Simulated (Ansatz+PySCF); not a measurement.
# doublet CO(+): levels of theory in one basis

```yaml
atoms:
  - { symbol: C, position_ang: [0.0000, 0.0000, -0.6342] }
  - { symbol: O, position_ang: [0.0000, 0.0000, 0.4756] }
```

Basis set: def2-SVP (spherical functions). Left uncorrelated: 2 orbitals. Correlation on ROHF uses semicanonical orbitals with singles. Charge 1, multiplicity 2.

Computed with Ansatz (development build ahead of 0.2.0); each method stands on the lowest determinant of its kind that the runs found. NEVPT2 correlates all electrons. Active spaces start from the frontier orbitals, and the lowest solution found is given.

| method | E − E(ROHF) (eV) | <S²> of the determinant |
| --- | --- | --- |
| ROHF | 0.00 | 0.75 |
| UHF | -0.31 | 0.97 |
| ROHF-MP2 | -7.54 | – |
| UHF-MP2 | -7.19 | 0.97 |
| ROHF-CCSD | -7.67 | – |
| UHF-CCSD | -7.68 | 0.97 |
| ROHF-CCSD(T) | -7.99 | – |
| UHF-CCSD(T) | -7.96 | 0.97 |
| CASSCF(3,3) | -0.98 | – |
| SC-NEVPT2(3,3) | -7.62 | – |
| SC-NEVPT2(9,8) | -7.50 | – |

(1) What does CASSCF(9,8) give on the same scale?

(2) Is a single determinant a sound starting point here?

Results:

(1) -4.28 eV.

(2) Only with care. Unrestricted orbitals gain 0.31 eV and <S²> is 0.97 against 0.75 for a pure state, a contamination that matters most for the unrestricted series. The CASSCF(9,8) natural occupations are 2.00, 1.98, 1.93, 1.93, 1.00, 0.07, 0.07, 0.02. The CASSCF(3,3) natural occupations are 1.92, 1.00, 0.08.

Caution for UHF, UHF-MP2, UHF-CCSD, UHF-CCSD(T): the unrestricted determinant is spin contaminated.
